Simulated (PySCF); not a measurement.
# Which determinant of O2 lies lowest?

Unrestricted PBE0; O x2c-SVPall; spin-free X2C with a Gaussian nucleus (PySCF 2.14). Outer shells of the fragments: O 2s2 2p4; O 2s2 2p4.

Followed along the bond (rough minima from three points):

| 2Ms+1 | unpaired | ⟨S²⟩ at the start | R at minimum (Å) | Te (eV) |
| --- | --- | --- | --- | --- |
| 3 | π ↑↑ | 2.01 | 1.19 | 0.00 |
| 1 | π ↑↓ | 1.00 | 1.19 | 0.46 |

Solutions found at the starting distance of 1.200 Å, counted from the lowest of them; the search is not exhaustive and high or unbound solutions are not listed, so other states can lie among these:

```csv
2Ms+1,unpaired,term,E (eV),⟨S²⟩,⟨Lz²⟩
3,π ↑↑,³Σ⁻,0.00,2.01,0.00
1,π ↑↓,mixed,0.46,1.00,2.01
1,none,mixed,1.81,0.00,2.00
3,π ↑↑,mixed,6.42,2.00,2.00
3,"σ ↑, π ↑",³Π,7.76,2.01,1.00
1,"σ ↓, π ↑",mixed,8.34,1.01,1.00
```

A term symbol is given only where ⟨S²⟩ and ⟨Lz²⟩ are close to those of a pure state; real π, δ and φ orbitals otherwise mix terms, and g/u labels are left off.

The measured ground state is X ³Σg- (Huber and Herzberg, Constants of Diatomic Molecules (1979)).

Counting both spins, an empty level lies below a filled one in some of these solutions, because spin and occupation are held.
